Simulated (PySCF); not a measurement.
Bonds broken one at a time in the series SiH2(OH)-X. Isolated molecules, 0 K electronic values unless said otherwise. One relaxed conformer stands for each flexible species; it need not be the lowest. Strings in code marks are SMILES.

Method: B3LYP-D3(BJ)/def2-TZVP // PBE0-D4/def2-TZVP in PySCF. B3LYP has the VWN-RPA correlation part, as in Gaussian. 

| species | highest occupied spin orbital (eV) |
|---|---|
| radical fragment (`[OH]`) | [?] |
| radical fragment (`[CH3]`) | -6.45 |
| whole molecule (`CC[SiH2]O` (C–C–Si–O torsion -58°, C–Si–O–H torsion -73°)) | – |
| radical fragment (`[O][SiH2]O` (O–Si–O–H torsion 179°)) | -8.93 |
| radical fragment (`N#[C]`) | -10.58 |
| radical fragment (`[SiH2]([C]=O)O` (O–C–Si–O torsion 145°, C–Si–O–H torsion 45°)) | -5.15 |
| radical fragment (`C[C]=O`) | -5.50 |
| radical fragment (`O[C]=O` (O–C–O–H torsion 0°)) | -6.89 |
| radical fragment (`O=C(O)[SiH2]`) | [?] |
| radical fragment (`[SiH3][SiH2]`) | -5.93 |
| radical fragment (`C[S]`) | -6.36 |
| radical fragment (`CS[SiH2]`) | -5.51 |

Fill in the missing entries.


- radical fragment (`[OH]`), highest occupied spin orbital (eV): -8.84
- radical fragment (`O=C(O)[SiH2]`), highest occupied spin orbital (eV): -6.37
